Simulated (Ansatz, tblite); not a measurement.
**The cluster Zn₂Te+: one state, many levels**

The task here is to estimate one member of a computed series from the others.

The runs use Ansatz 0.2.0, Gaussian basis; as each input shows.

Plan: GFN1-xTB, GFN2-xTB, PBE-D4/def2-TZVP, r2SCAN-D4/def2-TZVP, HSE06-D4/def2-TZVP, B3LYP-D4/def2-TZVP, LC-ωPBE/def2-TZVP, B2PLYP/def2-TZVP, ωB97M-V/def2-TZVP, PBE-D4/def2-SVP, PBE0-D4/def2-SVP, CCSD(T)/def2-TZVP, RPA/def2-TZVP.

3 further runs of the same task are left out: 3 set aside as unsound or not needed. Runs told in other sessions of the task aren't counted.

### The relaxed structure

The geometry is that of the doublet, from an earlier relaxation (PBE-D4/def2-TZVP). At that level it is the lowest of the isomers that a small search found.

3 atoms, charge 1, spin multiplicity 2.

Bond lengths: Zn1–Te3 2.562 Å, Zn2–Te3 2.562 Å. Angles: Zn1–Te3–Zn2 113.9°.

Te takes a core potential in the def2 sets. No spin-orbit coupling is included. The ion is computed in the gas phase, without counter-ions or solvent.

PBE0-D4/def2-TZVP was run before; its log isn't repeated, and its numbers join the tables.

The first run:

Tight binding, by tblite at 300 K electronic temperature and without a spin-polarisation term:

```python
tblite.interface.Calculator('GFN1-xTB', numbers, positions, charge=1, uhf=1).singlepoint()
```

Tight binding, by tblite at 300 K electronic temperature and without a spin-polarisation term:

```python
tblite.interface.Calculator('GFN2-xTB', numbers, positions, charge=1, uhf=1).singlepoint()
```

start.molden holds the orbitals of an earlier run on this state, given as this run's starting guess.

in.yaml reads:

```yaml
crystal:
  periodic: [false, false, false]
  atoms:
    - {symbol: Zn, position_ang: [1.824536, 0.960346, 0.762085]}
    - {symbol: Zn, position_ang: [-2.122974, -0.569345, 0.028470]}
    - {symbol: Te, position_ang: [0.298438, -0.391001, -0.790554]}
basis:
  gaussian: {orbitals: def2-TZVP, initial_orbitals: start.molden}
total_charge: 1
magnetization: {spin_polarized: true, initial_magnetization: 1}
hamiltonian: {xc: pbe, dispersion: d4}
scf: {omitted_lower_state_checks: [starts]}
output: {orbitals: {seedname: orbitals}}
```

Launch:

```
> ansatz run in.yaml --threads 4 --pin off --events-out ev --progress --plain --max-ram 3916MiB
```

Among the steps run: PBE-D4/def2-TZVP; r2SCAN-D4/def2-TZVP; HSE06-D4/def2-TZVP; B3LYP-D4/def2-TZVP; LC-ωPBE/def2-TZVP; B2PLYP/def2-TZVP; ωB97M-V/def2-TZVP; PBE-D4/def2-SVP; PBE0-D4/def2-SVP; CCSD(T)/def2-TZVP; RPA/def2-TZVP.

One of the session's tables, all rows but one given; the rest of the session is left out.

It belongs to the step «Levels side by side». 

```
              level  HOMO (eV)  LUMO (eV)  gap (eV)
    PBE-D4/def2-SVP      -9.60      -9.11      0.49
   PBE-D4/def2-TZVP      -9.84      -9.34      0.50
r2SCAN-D4/def2-TZVP          ?          ?         ?
 B3LYP-D4/def2-TZVP     -10.33      -8.94      1.39
   PBE0-D4/def2-SVP     -10.17      -8.59      1.58
  PBE0-D4/def2-TZVP     -10.37      -8.75      1.61
 HSE06-D4/def2-TZVP     -10.01      -9.07      0.94
  LC-ωPBE/def2-TZVP     -12.27      -7.14      5.13
  ωB97M-V/def2-TZVP     -11.85      -7.14      4.71
```

Q: Estimate the row for r2SCAN-D4/def2-TZVP from the others.

As computed: HOMO (eV): -10.08; LUMO (eV): -9.46; gap (eV): 0.62. In the column «HOMO (eV)» it lies between PBE0-D4/def2-SVP (-10.17) and HSE06-D4/def2-TZVP (-10.01).

Caveats from the session: Notes on CCSD(T)/def2-TZVP: spin contamination.
